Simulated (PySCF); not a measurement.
Li3Cl3, optimised at PBE/def2-SVP:

```xyz
6

Li    -1.5954     1.0464     0.2155
Cl     0.1192     2.3726    -0.0264
Li     1.6851     0.8557    -0.0884
Cl     1.9819    -1.3029     0.0076
Li    -0.1032    -1.8969     0.2449
Cl    -2.1139    -1.0648     0.3912
```

Energies from PySCF (xtb for GFN2), thermal terms from the rigid-rotor harmonic-oscillator model, ideal gas at 1 bar. 6-31G* has spherical d functions here. All species are closed-shell singlets. B3LYP is the form with VWN-RPA correlation.

Problem. List the harmonic frequencies (cm⁻¹, unscaled) at this level and at the other levels, each on its own geometry.

Solution. 
- PBE/def2-SVP: 96, 97, 104, 104, 158, 189, 302, 303, 328, 572, 616, 616
- B3LYP/6-31G*: 94, 94, 98, 99, 163, 180, 287, 287, 310, 545, 587, 587
- GFN2-xTB: 70, 70, 112, 112, 121, 159, 339, 355, 355, 545, 564, 564
- HF/6-31G*: 95, 95, 98, 98, 168, 178, 294, 294, 312, 534, 574, 575
- PBE0/def2-TZVP: 95, 95, 97, 98, 165, 183, 301, 301, 320, 560, 602, 602
